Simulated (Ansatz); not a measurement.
```yaml
crystal:
  periodic: [false, false, false]
  atoms:
    - {symbol: O, position_ang: [-1.264517, 0.110679, -3.024981]}
    - {symbol: C, position_ang: [-0.693228, -0.745901, -1.051997]}
    - {symbol: Cl, position_ang: [-1.303840, -3.843317, -0.143291]}
    - {symbol: C, position_ang: [0.694678, 0.745438, 1.051373]}
    - {symbol: O, position_ang: [1.276753, -0.114602, 3.019694]}
    - {symbol: Cl, position_ang: [1.290174, 3.847704, 0.149202]}
basis:
  gaussian: {orbitals: cc-pCVTZ}
hamiltonian: {xc: {name: B2GP-PLYP}}
output: {forces: true}
```

```sh
$ ansatz run in.yaml --threads 4 --pin off --events-out ev --progress --plain --max-ram 10444MiB
```

Shortened log:

```
Functional definition: B2GP-PLYP
1806 factors; integrals over basis functions are off by at most 9.5e-4 eV
mean field evaluation 1: about -31116.0891 eV, gradient 1.0e2 eV
mean field evaluation 2: about -31116.1136 eV, gradient 1.0e2 eV
mean field evaluation 4: about -31080.0400 eV, gradient 1.9e2 eV
mean field evaluation 8: about -31155.1105 eV, gradient 7.5e0 eV
mean field evaluation 16: about -31156.9609 eV, gradient 3.3e-4 eV
mean field -31156.96092780 eV, -1144.9971951502 hartree, gradient 3.4e-6 eV, S^2 0.000000; 6 other end points of the search recorded, 0 dependent functions left out; unrestricted orbitals would lower it
14 core orbitals not correlated: weight in the atoms' cores, before any rotation towards them, 1.000 or more for the frozen orbitals, at most 0.000 for the correlated occupied ones
reference -31156.96109020 eV, -1144.9972011183 hartree; 17, 17 occupied and 259, 259 virtual orbitals, 1806 factors
second order -38.89904465 eV of doubles, -0.00000000 eV of singles
Total energy: -31170.96474628 eV, -1145.5118259869 hartree
Atom 0 at    -1.264517     0.110679    -3.024981 Å, force     1.699572    -2.550768     5.871900 eV/Å
Atom 1 at    -0.693228    -0.745901    -1.051997 Å, force    -1.797863     2.847932    -6.323723 eV/Å
Atom 2 at    -1.303840    -3.843317    -0.143291 Å, force    -0.134838    -0.610884     0.145428 eV/Å
Atom 3 at     0.694678     0.745438     1.051373 Å, force     1.832936    -2.859185     6.308558 eV/Å
Atom 4 at     1.276753    -0.114602     3.019694 Å, force    -1.731972     2.561163    -5.857891 eV/Å
Atom 5 at     1.290174     3.847704     0.149202 Å, force     0.132165     0.611741    -0.144272 eV/Å
Dipole moment:    -0.004003     0.001284     0.001731 e Å
```

In this input the coordinates are in bohr but typed as ångström. The calculation finished and met its thresholds. The result belongs to that input, not to the molecule as meant.
